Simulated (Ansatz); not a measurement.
Relaxation of CHOSi (4 atoms, charge 1, multiplicity 1), to a largest force component of 0.02 eV/Å in at most 40 steps.

Level of theory: RKS PBE0-D4/6-31G* (Ansatz 0.2.0).

```xyz
4
Properties=species:S:1:pos:R:3:forces:R:3
C -1.425 1.252 1.338 -1.48 1.31 1.38
Si -0.348 0.297 0.333 0.91 -0.78 -0.87
O 0.588 -0.542 -0.535 0.56 -0.55 -0.48
H 1.185 -1.007 -1.136 0.01 0.02 -0.03
```

Question: Where does it end, and by what steps?

Answer: The forces met the threshold. Limits of this set-up: the dipole of an ion depends on the origin. After 11 steps the energy has fallen by 0.261 eV; Si2 moved furthest, 0.42 Å.

```json
{"step": "0", "energy less start (eV)": "0.0000", "largest force component (eV/Å)": "1.479", "accepted": "yes"}
{"step": "1", "energy less start (eV)": "-0.0897", "largest force component (eV/Å)": "0.730", "accepted": "yes"}
{"step": "2", "energy less start (eV)": "-0.1312", "largest force component (eV/Å)": "0.472", "accepted": "yes"}
{"step": "3", "energy less start (eV)": "-0.1596", "largest force component (eV/Å)": "0.481", "accepted": "yes"}
{"step": "4", "energy less start (eV)": "-0.1590", "largest force component (eV/Å)": "1.760", "accepted": "no"}
{"step": "5", "energy less start (eV)": "-0.2055", "largest force component (eV/Å)": "0.158", "accepted": "yes"}
{"step": "6", "energy less start (eV)": "-0.2312", "largest force component (eV/Å)": "0.211", "accepted": "yes"}
{"step": "7", "energy less start (eV)": "-0.2431", "largest force component (eV/Å)": "0.508", "accepted": "yes"}
{"step": "8", "energy less start (eV)": "-0.2583", "largest force component (eV/Å)": "0.087", "accepted": "yes"}
{"step": "9", "energy less start (eV)": "-0.2606", "largest force component (eV/Å)": "0.029", "accepted": "yes"}
{"step": "10", "energy less start (eV)": "-0.2610", "largest force component (eV/Å)": "0.058", "accepted": "yes"}
{"step": "11", "energy less start (eV)": "-0.2611", "largest force component (eV/Å)": "0.009", "accepted": "yes"}
```

```xyz
4
Properties=species:S:1:pos:R:3
C -1.420 1.102 1.427
Si -0.258 0.570 0.020
O 0.549 -0.753 -0.341
H 1.129 -0.918 -1.107
```

Whether the end is a true minimum wasn't checked by a vibrational analysis.

The run took 17 s on 1 CPU thread of a shared host.
